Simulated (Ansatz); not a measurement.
Input file:

```yaml
crystal:
  periodic: [false, false, false]
  atoms:
    - {symbol: Si, position_ang: [0.000000, 0.000000, 0.000000]}
    - {symbol: F, position_ang: [0.000000, 0.000000, 1.221000]}
basis:
  gaussian: {orbitals: 6-31G}
total_charge: 1
magnetization: {spin_polarized: true, initial_magnetization: 2}
hamiltonian: {xc: {name: PBE0}}
output: {orbitals: {seedname: orbitals}}
```

```sh
$ ansatz run in.yaml --threads 1 --pin off --events-out ev --progress --plain --max-ram 2393MiB
```

The program prints:

```
220 factors; integrals over basis functions are off by at most 1.2e-4 eV
mean field evaluation 1: about -10553.5907 eV, gradient 6.3e1 eV
mean field evaluation 2: about -10495.4134 eV, gradient 1.3e2 eV
mean field evaluation 4: about -10566.1632 eV, gradient 4.8e-1 eV
mean field evaluation 8: about -10566.1991 eV, gradient 3.6e-2 eV
mean field evaluation 16: about -10566.1991 eV, gradient 9.9e-6 eV
mean field -10566.19907672 eV, -388.3006540423 hartree, gradient 9.9e-6 eV, S^2 2.001996; 0 other end points of the search recorded, 0 dependent functions left out
reference -10566.19910003 eV, -388.3006548991 hartree; 12, 10 occupied and 10, 12 virtual orbitals, 220 factors
Total energy: -10566.19910003 eV, -388.3006548991 hartree
```

Ran on 1 thread of Arm Neoverse V2, shared host: 0.51 s wall, 0.07 GiB peak host memory.
